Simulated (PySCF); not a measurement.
## Adding and removing an electron: P₂

RHF; basis P def2-SVP; no relativity; PySCF 2.14. Neutral (RHF): singlet (closed shell), Re = 1.857 Å, ωe = 924 cm⁻¹, De = 1.40 eV, HOMO -10.21 eV, LUMO 1.01 eV.

P₂⁺ (UHF): doublet (π ↑), Re = 1.936 Å, ωe = 814 cm⁻¹, De = 1.97 eV to P⁺ + P. The energies at the minima are -681.24644 hartree for P2 and -680.90215 for P₂⁺.

(1) Work out the adiabatic ionisation energy, without and with harmonic zero-point energies (1 hartree = 27.2114 eV, 1 eV = 8065.5 cm⁻¹), and the change of the bond length.

Where the molecule has an RHF reference, its open-shell atoms are computed with UHF. Hartree–Fock leaves out correlation, which carries a large part of most bond energies and some tenths to 1 eV of ionisation energies. States were picked by a PBE0 search and need not be the measured ground states.

Neutral and ion stand on different kinds of reference determinant, which adds to the error of the difference.

Answers

(1) At HF: 0.34429 hartree = 9.369 eV between the minima; the zero-point term (814.0 − 924.0)/2 cm⁻¹ = -0.007 eV makes it 9.362 eV. Re changes by +7.9 pm against the neutral. Minus the HOMO energy is 10.21 eV, +0.84 eV from the value between the minima; Hartree–Fock orbital energies leave out relaxation and correlation. The electron leaves a π orbital, and the longer bond of the ion fits a bonding orbital, or a change in how ionic the bond is.
